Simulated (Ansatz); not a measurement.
Density of states of Ge (P6_3/mmc, a = 4.003 Å, b = 4.003 Å, c = 13.153 Å, α = 90.00°, β = 90.00°, γ = 120.00°), in states per eV and primitive cell, averaged over bins of 0.5 eV. Computed with DFT r2SCAN, scalar-relativistic, plane waves, PAW (Ansatz).

Cutoff 500 eV; k points 12×12×4 on the computed 8-atom cell (Γ-centred); Gaussian smearing, width 0.01 eV; no spin polarisation.

The cell is relaxed at this level. The states (both spins) are summed by tetrahedra on a 18×18×6 mesh at the self-consistent density. Energies are bin centres; the table starts no lower than −8 eV and ends at 6 eV, or lower where the solved bands end.

The gap is 0.27 eV at this level, with the zero inside it.

```csv
E − E_F (eV),total,Ge 4p,Ge 4s
-7.80,3.08,1.48,1.57
-7.30,2.23,1.09,1.13
-6.80,1.51,0.74,0.76
-6.30,1.14,0.56,0.57
-5.80,0.88,0.44,0.43
-5.30,0.67,0.35,0.32
-4.80,2.47,2.17,0.28
-4.30,3.86,3.50,0.33
-3.80,4.52,4.16,0.33
-3.30,4.50,4.23,0.24
-2.80,5.35,5.09,0.23
-2.30,5.95,5.76,0.16
-1.80,3.94,3.82,0.10
-1.30,1.95,1.89,0.04
-0.80,0.97,0.95,0.01
-0.30,0.25,0.25,0.00
0.20,0.04,0.02,0.02
0.70,1.55,0.84,0.61
1.20,3.51,2.04,1.26
1.70,5.21,3.19,1.64
2.20,4.10,2.61,1.12
2.70,4.59,3.24,0.88
3.20,4.58,3.28,0.78
3.70,5.43,4.17,0.52
4.20,5.10,3.82,0.47
4.70,5.13,3.72,0.46
5.20,4.30,3.00,0.39
5.70,3.63,2.37,0.30
```

The columns after the total are the Löwdin projections on the occupied valence shells of the potentials. The rest of the total lies in shells that are empty in the free atom, which aren't projected, and between the atoms.

This form isn't the element's structure at ambient conditions.

Cost: 1 run of about 14 core-minutes, on AMD EPYC 7R43 (Zen 3) (shared hosts).